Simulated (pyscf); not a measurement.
F–Si•(F)–F + NH₃ → H₂N–Si(F)(F)–F + H• (substitution at N; doublet surface; H–N broken, N–Si formed). Structures and frequencies: ωB97X-D3(BJ)/def2-SVP in PySCF. Energies in kcal/mol from the separated reactants.

| level | barrier | reaction energy |
|---|---|---|
| ωB97X-D3(BJ)/def2-TZVP | ? | -10.7 |
| PBE/def2-TZVP | ? | ? |
| r²SCAN/def2-TZVP | 8.0 | -6.4 |
| B3LYP-D3(BJ)/def2-TZVP | 10.6 | -5.6 |
| M06-2X/def2-TZVP | 13.6 | -10.2 |
| ωB97M-D3(BJ)/def2-TZVP | 12.7 | -10.1 |

Task: Some entries are withheld; supply them.

Result: 
- ωB97X-D3(BJ)/def2-TZVP, barrier: 14.5
- PBE/def2-TZVP, barrier: 7.5
- PBE/def2-TZVP, reaction energy: -3.7

The functionals in the table span 7.0 kcal/mol in this barrier, from PBE to ωB97X-D3(BJ). On the reactant side the descent ends in an adduct with a N–Si contact, 14.0 kcal/mol under the separated species and 28.5 kcal/mol under the saddle at ωB97X-D3(BJ)/def2-TZVP. What is counted as formed (N–Si) is already present as a longer contact in the reactant adduct; forming that adduct is a step of its own. One saddle was located; it need not be the lowest between these sides. The angle at the attacked N is 130°.
